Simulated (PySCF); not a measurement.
Shapes and spin states of BO₂

Level of theory: PySCF, B3LYP, basis B def2-TZVP, O def2-TZVP (no relativity, density fitting).

Relaxations began from a few typed shapes and spin states; open shells are unrestricted. The search is not exhaustive: other isomers or separated fragments can lie lower, and high-lying points may rest on an excited occupation.

Question: Order these stationary points by electronic energy, lowest first, in kJ/mol from the lowest minimum.
A. doublet D∞h: B–O 1.261 Å (×2); O–B–O 180.0°
B. quartet C2v: B–O 1.350 Å (×2); O–B–O 99.5°

Answer: A (0.0), B (422.0).

Question: Which of them are minima?

Answer: By energy in kJ/mol, 0.0: minimum; 422.0: minimum.

For the lowest minimum: the spin densities have lower symmetry than the nuclear frame.
